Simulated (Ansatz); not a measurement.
2H WSe2, treated with r²SCAN in Ansatz (PAW).

Numerical settings: plane-wave cutoff 600 eV, 12×12×4 k mesh (along the axes of the cell as run), no spin polarisation, scalar-relativistic PAW data made under PBE.

Cell (relaxed at this level):

```cif
data_Se4W2
_chemical_formula_sum 'W2 Se4'
_space_group_name_H-M_alt 'P63/mmc'
_space_group_IT_number 194
_space_group_name_Hall '-P 6c 2c'
_cell_length_a 3.31522
_cell_length_b 3.31522
_cell_length_c 13.71782
_cell_angle_alpha 90.000
_cell_angle_beta 90.000
_cell_angle_gamma 120.000
loop_
_atom_site_label
_atom_site_type_symbol
_atom_site_symmetry_multiplicity
_atom_site_Wyckoff_symbol
_atom_site_fract_x
_atom_site_fract_y
_atom_site_fract_z
_atom_site_occupancy
W1 W 2 c 0.33333 0.66667 0.25000 1
Se1 Se 4 f 0.66667 0.33333 0.12887 1
```

Question: What does this level give for the Poisson ratio, elastic constant C44, elastic constant C66, elastic constant C11, elastic constant C12, elastic constant C13 and elastic constant C33?

Answer: 
- Poisson ratio: 0.199
- elastic constant C44: 7.76 GPa
- elastic constant C66: 74.6 GPa
- elastic constant C11: 189 GPa
- elastic constant C12: 39.5 GPa
- elastic constant C13: 4.72 GPa
- elastic constant C33: 20.1 GPa

Note: the cell comes from a level without a dispersion term, which matters for the spacing of layers, chains or molecules; the cell has widely spaced layers and the level no dispersion term, so their spacing and the moduli can rest on weak binding.

Elastic constants are with the ions relaxed.

Spin–orbit coupling is not included.

Computed values are for the static lattice.

The result took about 90 core-minutes (a rough figure).

Ansatz is a first-principles code.
